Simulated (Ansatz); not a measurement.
**Pt: from a trial structure to a relaxed crystal**

Computed with Ansatz, DFT PBEsol, scalar-relativistic, plane waves, PAW. Cutoff 420 eV, Γ-centred k mesh, Gaussian smearing, no spin polarisation in the final step.

The start puts Pt on the beta-tungsten (A15) structure type (Pm-3n, No. 223), at a guessed volume.

```xyz
8
Lattice="5.0426 0.0000 0.0000 0.0000 5.0426 0.0000 0.0000 0.0000 5.0426" Properties=species:S:1:pos:R:3 pbc="T T T"
Pt    2.5213    2.5213    2.5213
Pt    0.0000    0.0000    0.0000
Pt    1.2607    0.0000    2.5213
Pt    2.5213    1.2607    0.0000
Pt    2.5213    3.7820    0.0000
Pt    3.7820    0.0000    2.5213
Pt    0.0000    2.5213    3.7820
Pt    0.0000    2.5213    1.2607
```

Steps on the 4×4×4 mesh (8 atoms). 4 of 5 steps are shown, and the free energy counts from the last. Trial steps that were taken back and renewals of the plane-wave basis can be among the rows.

```
step  ΔF (meV/atom) V (Å³/atom) P (GPa)
   1            9.6        16.03    -6.77
   2           53.1        14.64    19.37
   3            0.0        15.64    -0.94
   5            0.0        15.58     0.07
```

A final relaxation ran on a 8×8×8 mesh. The relaxed crystal, Pm-3n (No. 223):

```cif
data_structure
_symmetry_space_group_name_H-M 'Pm-3n'
_symmetry_Int_Tables_number 223
_cell_length_a 4.9948
_cell_length_b 4.9948
_cell_length_c 4.9948
_cell_angle_alpha 90.000
_cell_angle_beta 90.000
_cell_angle_gamma 90.000
_cell_volume 124.61
loop_
_atom_site_label
_atom_site_type_symbol
_atom_site_symmetry_multiplicity
_atom_site_Wyckoff_symbol
_atom_site_fract_x
_atom_site_fract_y
_atom_site_fract_z
_atom_site_occupancy
Pt1 Pt 2 a 0.50000 0.50000 0.50000 1
Pt2 Pt 6 c 0.25000 0.00000 0.50000 1
```

```json
{
  "Volume per atom": "15.58 Å³",
  "Density": "20.80 g/cm³",
  "Energy over the standard structure": "0.29 eV/atom",
  "Gap on the 8×8×8 mesh": "0 eV (a metal)"
}
```

Energies count from the standard state of Pt at the same level.

The final run used a 8×8×8 mesh on its 8-atom cell and 0.10 eV smearing. For metals, differences of a few meV/atom aren't resolved. Spin–orbit coupling is left out.

A structure relaxed within its symmetry needn't be a true minimum.